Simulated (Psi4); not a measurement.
**HNO3 (peroxynitrous acid): PBE0/6-311+G(d,p)**

What is the energy change on altering one bond length of HNO3 (peroxynitrous acid) at PBE0/6-311+G**? 

Program for the calculation: Psi4 1.11.

5 further runs of the same task are left out: 4 that didn't finish, 1 set aside as unsound or not needed.

## 1. Starting point

The species is HNO3 (5 atoms), meant as a singlet with charge 0. SMILES: `O=NOO`. Geometry: relaxed at PBE0-D4/def2-TZVP. This is one conformer, not always the lowest.

Bond lengths: O1–N2 1.180 Å, N2–O3 1.353 Å, O3–O4 1.401 Å, O4–H5 0.984 Å. Angles: O1–N2–O3 114.6°, N2–O3–O4 114.1°, O3–O4–H5 101.0°.

## 2. Energy and gradient at PBE0/6-311+G(d,p)

Contents of hno3.json:

```json
{
  "schema_name": "qcschema_input",
  "schema_version": 1,
  "molecule": {
    "schema_name": "qcschema_molecule",
    "schema_version": 2,
    "symbols": ["O", "N", "O", "O", "H"],
    "geometry": [0.25766416, -1.57850713, 1.85015526, -1.64740654, -1.18731492, 0.75738333, -1.46470782, 0.54524268, -1.11304869, 0.96111471, 1.56257674, -1.41266476, 1.8933544, 0.65800264, -0.08178735],
    "molecular_charge": 0,
    "molecular_multiplicity": 1,
    "fix_symmetry": "c1",
    "fix_com": true,
    "fix_orientation": true
  },
  "driver": "gradient",
  "model": {
    "method": "pbe0",
    "basis": "6-311+G**"
  },
  "keywords": {
    "puream": true,
    "e_convergence": 1e-09,
    "d_convergence": 1e-08,
    "scf_type": "pk",
    "dft_radial_points": 99,
    "dft_spherical_points": 590
  }
}
```

Launch:

```console
$ psi4 --qcschema hno3.json -n 1 --memory 2200MB
```

stdout, shortened:

```text
[...]
  Running in c1 symmetry.
[...]
  Nuclear repulsion =  124.505206427260205
[...]
  Multiplicity = 1
[...]
  Nalpha       = 16
  Nbeta        = 16
[...]
    Number of basis functions: 94
[...]
   @RKS iter   1:  -280.52648280858858   -2.72583e-01   5.98306e-03 ADIIS/DIIS
[...]
   @RKS iter  12:  -280.62883295856432   -3.18323e-12   2.56701e-09 DIIS
[...]
    Orbital Energies [Eh]
    ---------------------
    Doubly Occupied:
       1A    -19.373090     2A    -19.316396     3A    -19.311012
       4A    -14.594406     5A     -1.334880     6A     -1.210203
       7A     -1.023431     8A     -0.745582     9A     -0.649793
      10A     -0.581638    11A     -0.579200    12A     -0.470418
      13A     -0.466063    14A     -0.465127    15A     -0.346327
      16A     -0.339278
[...]
  @RKS Final Energy:  -280.62883295856432
   => Energetics <=
    Nuclear Repulsion Energy =            124.5052064272602053
    One-Electron Energy =                -631.0069193148779050
    Two-Electron Energy =                 250.6098130557801937
    DFT Exchange-Correlation Energy =     -24.7369331267267825
    Empirical Dispersion Energy =           0.0000000000000000
    VV10 Nonlocal Energy =                  0.0000000000000000
    Total Energy =                       -280.6288329585643169
[...]
 Multipole Moments:
 ------------------------------------------------------------------------------------
     Multipole            Electronic (a.u.)      Nuclear  (a.u.)        Total (a.u.)
 ------------------------------------------------------------------------------------
 L = 1.  Multiply by 2.5417464519 to convert [e a0] to [Debye]
 Dipole X            :         11.9170239          -11.6059230            0.3111009
 Dipole Y            :          3.3314993           -3.4187035           -0.0872041
 Dipole Z            :          0.3891655           -0.1845696            0.2045959
 Magnitude           :                                                    0.3824236
[...]
  -Total Gradient:
     Atom            X                  Y                   Z
    ------   -----------------  -----------------  -----------------
       1       -0.002569497963     0.000577240103    -0.001532013547
       2        0.005464341715     0.002295170070    -0.000675834909
       3        0.001065379957    -0.000558813306     0.000989246812
       4       -0.002396702107    -0.000612362255    -0.000143650383
       5       -0.001564004752    -0.001704340494     0.001365551968
[...]
```

The result, in JSON:

```text
{
 "driver": "gradient",
 "model": {
  "method": "pbe0",
  "basis": "6-311+G**"
 },
 "success": true,
 "return_result": [-0.002569497963240186, 0.0005772401033136837, -0.0015320135471093843, 0.005464341714616516, 0.0022951700698048555, -0.0006758349088854601, 0.0010653799573537848, -0.0005588133059108019, 0.000989246812428457, -0.002396702107498268, -0.0006123622551422181, -0.00014365038277086573, -0.0015640047522400558, -0.0017043404944071805, 0.0013655519678471562],
 "properties": {
  "calcinfo_nbasis": 94,
  "calcinfo_nmo": 94,
  "calcinfo_nalpha": 16,
  "calcinfo_nbeta": 16,
  "calcinfo_natom": 5,
  "nuclear_repulsion_energy": 124.5052064272602,
  "return_energy": -280.6288329585643,
  "return_gradient": [-0.002569497963240186, 0.0005772401033136837, -0.0015320135471093843, 0.005464341714616516, 0.0022951700698048555, -0.0006758349088854601, 0.0010653799573537848, -0.0005588133059108019, 0.000989246812428457, -0.002396702107498268, -0.0006123622551422181, -0.00014365038277086573, -0.0015640047522400558, -0.0017043404944071805, 0.0013655519678471562],
  "scf_one_electron_energy": -631.0069193148779,
  "scf_two_electron_energy": 250.6098130557802,
  "scf_xc_energy": -24.736933126726782,
  "scf_dipole_moment": [0.3111008738482308, -0.08720414635184648, 0.20459591712507302],
  "scf_total_energy": -280.6288329585643,
  "scf_total_gradient": [-0.002569497963240186, 0.0005772401033136837, -0.0015320135471093843, 0.005464341714616516, 0.0022951700698048555, -0.0006758349088854601, 0.0010653799573537848, -0.0005588133059108019, 0.000989246812428457, -0.002396702107498268, -0.0006123622551422181, -0.00014365038277086573, -0.0015640047522400558, -0.0017043404944071805, 0.0013655519678471562],
  "scf_iterations": 12
 }
}
```

Run time: 22 s. Hardware: 1 thread of Intel Xeon Platinum 8259CL at 2.50GHz (Skylake/Cascade Lake), shared host; peak memory 1 GiB.

## 3. The distorted shape, same level

Contents of calc.inp:

```
memory 2.2 GB

molecule {
  0 1
  O     -0.95523010    -2.08716660     1.99996141
  N     -2.86030080    -1.69597439     0.90718948
  O     -2.67760208     0.03658321    -0.96324254
  O      0.96111471     1.56257674    -1.41266476
  H      1.89335440     0.65800264    -0.08178735
  units au
  symmetry c1
  no_reorient
  no_com
}

set basis 6-311+G**
set reference rks
set puream true
set e_convergence 1e-09
set d_convergence 1e-08
set scf_type pk
set dft_radial_points 99
set dft_spherical_points 590

e_tot, wfn = gradient('pbe0', return_wfn=True)
oeprop(wfn, 'QUADRUPOLE', 'LOWDIN_CHARGES', 'MAYER_INDICES')
```

Launch:

```console
$ psi4 calc.inp calc.out -n 1
```

calc.out, shortened:

```text
[...]
  Running in c1 symmetry.
[...]
  Nuclear repulsion =  110.174092840580656
[...]
  Multiplicity = 1
[...]
  Nalpha       = 16
  Nbeta        = 16
[...]
    Number of basis functions: 94
[...]
   @RKS iter   1:  -280.17627776659236   -4.46346e-01   9.79308e-03 DIIS/ADIIS
[...]
   @RKS iter  15:  -280.56005011911276   -5.11591e-13   3.22671e-09 DIIS
[...]
  @RKS Final Energy:  -280.56005011911276
   => Energetics <=
    Nuclear Repulsion Energy =            110.1740928405806557
    One-Electron Energy =                -602.8347037201028797
    Two-Electron Energy =                 236.6768550425132958
    DFT Exchange-Correlation Energy =     -24.5762942821038521
    Empirical Dispersion Energy =           0.0000000000000000
    VV10 Nonlocal Energy =                  0.0000000000000000
    Total Energy =                       -280.5600501191127591
[...]
  -Total Gradient:
     Atom            X                  Y                   Z
    ------   -----------------  -----------------  -----------------
       1        0.024216758486     0.018603585526    -0.012418748087
       2       -0.061614419573    -0.068286340903     0.054977725483
       3       -0.013239847091     0.027260705927    -0.034982179107
       4        0.040845310286     0.024949608883    -0.013772674156
       5        0.009791471214    -0.002530275848     0.006198656318
[...]
 Multipole Moments:
 ------------------------------------------------------------------------------------
     Multipole            Electronic (a.u.)      Nuclear  (a.u.)        Total (a.u.)
 ------------------------------------------------------------------------------------
 L = 1.  Multiply by 2.5417464519 to convert [e a0] to [Debye]
 Dipole X            :         39.6961881          -39.5024910            0.1936971
 Dipole Y            :         14.6819756          -15.1178713           -0.4358957
 Dipole Z            :         -2.7077112            3.2609719            0.5532607
 Magnitude           :                                                    0.7304937
 L = 2.  Multiply by 1.3450342976 to convert [e a0^2] to [Debye ang]
 Quadrupole XX       :       -147.7238127          132.9001070          -14.8237057
 Quadrupole XY       :        -61.6126065           62.3834871            0.7708806
[...]
```

Wall time 23 s (1 thread of Intel Xeon Platinum 8259CL at 2.50GHz (Skylake/Cascade Lake), shared host); peak memory 0.99 GiB.

## 4. Outcome

Level: PBE0/6-311+G**.

```
                                                         quantity          value
                                        first shape: total energy  -280.62883 Eh
                                       first shape: dipole moment         0.97 D
                                         first shape: HOMO energy       -9.23 eV
                                         first shape: LUMO energy       -2.80 eV
                                       first shape: HOMO–LUMO gap        6.43 eV
                            first shape: largest force on an atom     0.307 eV/Å
                                    distorted shape: total energy  -280.56005 Eh
                                   distorted shape: dipole moment         1.86 D
                                     distorted shape: HOMO energy       -9.54 eV
                                     distorted shape: LUMO energy       -5.99 eV
                                   distorted shape: HOMO–LUMO gap        3.55 eV
                        distorted shape: largest force on an atom     5.510 eV/Å
energy change with the O3–O4 bond stretched from 1.401 to 2.101 Å       1.872 eV
```

What this shows: One bond (distorted shape) is far stretched, which a spin-restricted single reference describes badly; a broken-symmetry solution may lie lower. With the O3–O4 bond stretched from 1.401 to 2.101 Å the energy rises by 1.87 eV (181 kJ/mol). The first shape isn't relaxed at this level, so the change isn't measured from a minimum. A restricted reference can't describe the breaking bond well at this length. The largest force (first shape) is 0.31 eV/Å: the shape isn't a stationary point for this species at this level.
